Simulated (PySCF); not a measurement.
# MgAl⁺: one state, many levels of theory

State: ¹Σ⁺ (singlet), closed shell. Set-up: basis Mg pcseg-2, Al pcseg-2; no relativity; PySCF 2.14. De refers to Mg + Al⁺ in their ground configurations, without counterpoise correction. A positive dipole points towards Al; it is taken about the centre of mass and depends on that origin.

| Level | Re (Å) | ωe (cm⁻¹) | De (eV) | μ (D) | CPU s a point (SCF and correlation, without the integrals) |
| --- | --- | --- | --- | --- | --- |
| RHF-MP2 | 3.128 | 182 | 0.74 | n/a | 0.11 |
| RHF-SCS-MP2 | 3.140 | 178 | 0.70 | n/a | n/a |
| RHF-CCSD | 3.102 | 186 | 0.67 | n/a | n/a |
| RHF-CCSD(T) | 3.085 | 191 | 0.72 | n/a | 0.97 |
| LDA | 3.079 | 193 | 1.19 | -0.71 | 0.25 |
| PBE | 3.127 | 186 | 1.10 | -0.78 | 0.4 |
| BP86 | 3.137 | 181 | 1.04 | -0.69 | 0.29 |
| TPSS | 3.121 | 186 | 1.12 | -1.19 | 0.6 |
| r²SCAN | 3.120 | 189 | 1.09 | -1.03 | 0.56 |
| PBE0 | 3.117 | 190 | 1.02 | -0.90 | 0.95 |
| CAM-B3LYP | 3.148 | 178 | 0.80 | -0.38 | 0.78 |

The bond length runs from 3.079 Å (LDA) to 3.148 Å (CAM-B3LYP). De spans 0.67 eV (RHF-CCSD, coupled cluster) to 1.19 eV (LDA, local density).

Correlated steps freeze 6 core orbitals. Closed-shell solutions of metal pairs were not tested for spin polarisation, which can lower them a little. For an ion De counts to the pair picked by the measured ionisation energies or electron affinities, which need not be the lowest pair at this level.

The whole job (state search and all levels along the bond) took about 1.5 min on 1 thread of AMD EPYC 7R43 64-Core (shared host), peak memory 0.66 GiB.
